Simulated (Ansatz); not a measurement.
H₂S → H• + `[SH]`• at 500 K and 1 bar (homolysis of the H–S bond).

Calculated with Ansatz (gas phase, PBE0-D4/def2-TZVP geometries, no zero-point term in ΔE). CCSD(T)/CBS is extrapolated from def2-TZVPP and def2-QZVPP, frozen cores. Open shells (•) are unrestricted, without spin–orbit coupling.

```
species  CCSD(T)/CBS energy (Eh)  H − E (kJ/mol)  S (J/(mol·K))
    H₂S               -398.97119            57.0          224.0
     H•                 -0.50000            10.4          125.5
`[SH]`•               -398.31788            30.7          213.0
```

H − E and S are ideal-gas, rigid-rotor, harmonic terms from PBE0-D4/def2-TZVP, with the whole ground term of open shells counted as degenerate. 1 Eh = 2625.50 kJ/mol, R = 8.31446 J/(mol·K).

Task: By hand: ΔE, ΔH, ΔS and ΔG.

Result: ΔE = (-0.50000) + (-398.31788) − (-398.97119) = 0.15331 Eh = 402.5 kJ/mol. Δ(H − E) = 10.4 + 30.7 − 57.0 = -15.9, so ΔH = 386.6 kJ/mol. ΔS = 125.5 + 213.0 − 224.0 = 114.5 J/(mol·K). ΔG = 386.6 − 500 × (114.5)/1000 = 329.4 kJ/mol.

Task: By hand: the equilibrium constant, and the temperature at which ΔG would vanish if ΔH and ΔS stayed fixed.

Result: log₁₀ K = −ΔG/(RT ln 10) = -34.4. ΔG = 0 at ΔH/ΔS = 3376 K, far beyond where these terms or the molecules hold.

The number of gas molecules changes by +1, which sets the sign of ΔS. A doubt of 5 kJ/mol in ΔE shifts log₁₀ K by 0.5 here. These are equilibria of isolated gas molecules and say nothing of rates. Largest T1 diagnostic: 0.011 (customary marks: 0.02 for closed shells, 0.045 for open ones).
